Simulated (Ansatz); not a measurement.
# CH4Si: the cost of one run

Method: cc-pVTZ, core rule «outside noble gas», up to 6 orbitals frozen; program: Ansatz 0.2.0, Gaussian basis.

To be run: UHF; CCSD(T) on RHF; CCSD(T) on UHF; BCCD(T) on RHF; CCSDT(Q) on RHF.

## 1. What is computed

The geometry derives from a PBE0/def2-TZVP stationary point (not a proven minimum). One bond is set to the value named and the two fragments are kept rigid.

6 atoms, charge 0, spin multiplicity 1.

Atoms are counted from 1 here; the program's logs count them from 0.

Bond lengths: Si1–H3 1.478 Å, Si1–H4 1.478 Å, C2–H5 1.084 Å, C2–H6 1.084 Å. Angles: H3–Si1–H4 114.7°, H5–C2–H6 115.7°.

## 2. UHF

File in.yaml:

```yaml
crystal:
  periodic: [false, false, false]
  atoms:
    - {symbol: Si, position_ang: [0.000000, 0.000000, 1.420607]}
    - {symbol: C, position_ang: [0.000000, 0.000000, -3.080393]}
    - {symbol: H, position_ang: [0.000000, 1.244456, 2.218346]}
    - {symbol: H, position_ang: [0.000000, -1.244456, 2.218346]}
    - {symbol: H, position_ang: [0.000000, 0.917470, -3.657311]}
    - {symbol: H, position_ang: [0.000000, -0.917470, -3.657311]}
basis:
  gaussian: {orbitals: cc-pVTZ}
magnetization: {spin_polarized: true, initial_magnetization: 0}
hamiltonian: {xc: hf}
output: {orbitals: {seedname: orbitals}}
```

On the command line:

```sh
$ ansatz run in.yaml --threads 1 --pin off --events-out ev --progress --plain --max-ram 4096MiB --backend cpu
```

Q: Estimate wall time and peak memory on 1 thread of AMD EPYC 7R13, shared host.

About 5.5 s, with a peak of 0.25 GiB.
